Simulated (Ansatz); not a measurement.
Ansatz (a first-principles code) input (PBE/def2-TZVPD):

Ansatz 0.2 input:
```yaml
crystal:
  periodic: [false, false, false]
  atoms:
    - {symbol: N, position_ang: [-0.00063421, 0.00096609, 0.34015201]}
    - {symbol: C, position_ang: [-0.00079430, 1.43277720, -0.10735190]}
    - {symbol: C, position_ang: [1.24176433, -0.71596738, -0.09893236]}
    - {symbol: C, position_ang: [-1.24039234, -0.71768981, -0.10355541]}
    - {symbol: H, position_ang: [0.00121791, 1.45064790, -1.19438303]}
    - {symbol: H, position_ang: [0.89006992, 1.92223033, 0.27736210]}
    - {symbol: H, position_ang: [-0.89376383, 1.92099248, 0.27403969]}
    - {symbol: H, position_ang: [1.26194830, -0.72952092, -1.18584036]}
    - {symbol: H, position_ang: [1.21818719, -1.73118392, 0.28835021]}
    - {symbol: H, position_ang: [2.10904024, -0.18572320, 0.28562181]}
    - {symbol: H, position_ang: [-1.25650860, -0.73126855, -1.19053101]}
    - {symbol: H, position_ang: [-2.10982976, -0.18865079, 0.27776411]}
    - {symbol: H, position_ang: [-1.21684906, -1.73287366, 0.28381492]}
    - {symbol: H, position_ang: [-0.00253901, 0.00386768, 1.36177551]}
basis:
  gaussian:
    orbitals: def2-TZVPD
hamiltonian:
  xc: {name: PBE}
total_charge: 1
output: {forces: true}
```

Output:

```
Functional definition: PBE
integrals: 0.13 GiB planned
1211 factors; their error is unknown
mean field: 1.27 GiB planned
mean field evaluation 1: about -4732.0146 eV, gradient 9.6e1 eV
mean field evaluation 2: about -4704.0854 eV, gradient 1.4e2 eV
mean field evaluation 4: about -4752.4896 eV, gradient 1.4e1 eV
mean field evaluation 8: about -4752.8307 eV, gradient 3.5e-1 eV
mean field evaluation 16: about -4752.7710 eV, gradient 4.8e-4 eV
mean field -4752.77102829 eV, -174.6611137457 hartree, gradient 3.0e-5 eV, S^2 0.000000; 0 other end points of the search recorded, 0 dependent functions left out
the calculation of the forces begins
reference -4752.77106826 eV, -174.6611152147 hartree; 17, 17 occupied and 221, 221 virtual orbitals, 1211 factors
Total energy: -4752.77106826 eV, -174.6611152147 hartree
Atom 0 at    -0.000634     0.000966     0.340152 Å, force     0.000155    -0.001009    -0.280281 eV/Å
Atom 1 at    -0.000794     1.432777    -0.107352 Å, force     0.000202    -0.188372     0.064543 eV/Å
Atom 2 at     1.241764    -0.715967    -0.098932 Å, force    -0.163382     0.094511     0.063434 eV/Å
Atom 3 at    -1.240392    -0.717690    -0.103555 Å, force     0.163216     0.094635     0.064203 eV/Å
Atom 4 at     0.001218     1.450648    -1.194383 Å, force     0.000500     0.010494    -0.297494 eV/Å
Atom 5 at     0.890070     1.922230     0.277362 Å, force     0.244424     0.140964     0.102823 eV/Å
Atom 6 at    -0.893764     1.920992     0.274040 Å, force    -0.245090     0.140758     0.101898 eV/Å
Atom 7 at     1.261948    -0.729521    -1.185840 Å, force     0.010355    -0.006548    -0.297427 eV/Å
Atom 8 at     1.218187    -1.731184     0.288350 Å, force    -0.000604    -0.282031     0.103555 eV/Å
Atom 9 at     2.109040    -0.185723     0.285622 Å, force     0.243746     0.142137     0.102818 eV/Å
Atom 10 at    -1.256509    -0.731269    -1.190531 Å, force    -0.008999    -0.006369    -0.297269 eV/Å
Atom 11 at    -2.109830    -0.188651     0.277764 Å, force    -0.244490     0.141803     0.101898 eV/Å
Atom 12 at    -1.216849    -1.732874     0.283815 Å, force     0.000602    -0.282031     0.103558 eV/Å
Atom 13 at    -0.002539     0.003868     1.361776 Å, force    -0.000636     0.001057     0.363742 eV/Å
Dipole moment:    -0.000324     0.000501     0.175531 e Å
```

It need not be the lowest isomer of its formula.
